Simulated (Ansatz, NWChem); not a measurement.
Exact exchange and the electronic atomisation energy of CH5N (methylamine)

CH5N: 7 atoms, total charge 0, spin state singlet. As SMILES, `CN`. Geometry: relaxed at PBE0-D4/def2-TZVP.

The electronic atomisation energy y, in eV, basis aug-cc-pVDZ; a is the functional's share of exact exchange. Programs: Ansatz 0.2.0, NWChem 7.3.0.

| functional | program | a | y (eV) |
| --- | --- | --- | --- |
| PBE | Ansatz | 0 | 25.28 |
| TPSS | NWChem | 0 | 25.10 |
| B3LYP | Ansatz | 0.2 | 24.96 |
| PBE0 | Ansatz | 0.25 | 24.89 |
| r2SCAN0 | Ansatz | 0.25 | ? |
| BHLYP | Ansatz | 0.5 | 24.28 |

Question: Fit y = c + s·a to the known rows and predict r2SCAN0.

Answer: 
1. Means of the 5 rows: a = 0.1900, y = 24.902.
2. Σ(Δa)² = 0.172, Σ(Δa·Δy) = -0.3024, so the slope is -0.3024/0.172 = -1.7581.
3. Intercept: 24.902 − (-1.7581) × 0.1900 = 25.236. The largest residual of the fit is 0.14.
4. r2SCAN0: 25.236 + (-1.7581) × 0.25 = 24.80 eV.

The run gave 24.51 eV, so the prediction is off by +0.29 eV, more than the scatter of the fit. The rows mix families of semi-local functionals, which the line can't see.
